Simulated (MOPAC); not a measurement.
MOPAC input (AM1):

```
AM1 FORCE THERMO(298,298) PRECISE LET UHF MS=0.5 GEO-OK AUX(PRECISION=9) THREADS=1
C5H4N

N    -0.00635630 1    0.06649000 1    1.48073332 1
C     0.00625341 1    0.06120735 1   -1.35740323 1
C     0.00076124 1    1.12767059 1    0.71379776 1
C    -0.00734877 1   -1.10732005 1    0.78269510 1
C    -0.00118406 1   -1.14022907 1   -0.62862520 1
C     0.00743847 1    1.28386995 1   -0.66431539 1
H     0.01109055 1    0.04654845 1   -2.45603769 1
H    -0.01325282 1   -2.03041141 1    1.38526028 1
H    -0.00223343 1   -2.10611433 1   -1.15071694 1
H     0.01304467 1    2.25981932 1   -1.15846107 1
```

### Question
Which zero-point energy does it print?

### Answer
48.47 kcal/mol, from the harmonic wavenumbers of AM1.
